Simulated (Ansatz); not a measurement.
A made-up structure of C₂H₄Al, doublet:

C1  (-1.158, -0.374, -1.044)
C2  (-0.219, -0.071, -0.197)
Al3  (1.149, 0.371, 1.036)
H4  (-1.375, 0.243, -1.918)
H5  (-1.781, -1.264, -0.929)
H6  (0.779, 1.284, 2.273)
H7  (-0.484, -1.178, -0.888)
(Å)

It is relaxed with PBE-D4/def2-SVP and then PBE0-D4/def2-TZVP (Ansatz 0.2.0). Atoms count as bonded within 1.22 times the sum of their covalent radii (H–H: 0.88 Å). The end point is not checked to be a true minimum.

Question: Does its bonding change? (A judgement: the text doesn't fix the answer.)

Answer: By the calculation: No: no bond forms or breaks.

Where it ends: The first stage lowers the energy by 2.07 eV in 11 steps. It ends as C₂H₄Al ([CH3][C][AlH]):
C1  (-1.030, -0.623, -1.072)
C2  (-0.404, -0.038, 0.107)
Al3  (0.980, 0.823, 0.974)
H4  (-1.174, 0.116, -1.871)
H5  (-2.018, -1.035, -0.827)
H6  (0.989, 1.208, 2.516)
H7  (-0.432, -1.439, -1.496)
(Å)

Labels in which every atom is bracketed show which atoms are joined, not bond orders.

For scale, one of the runs: PBE0-D4/def2-TZVP relaxation, 123 basis functions, launched by `ansatz run in.yaml --threads 2 --pin off --events-out ev --progress --plain --max-ram 4352MiB`. The run took about 64 s on 2 CPU threads of an Arm Neoverse V1 (shared host).
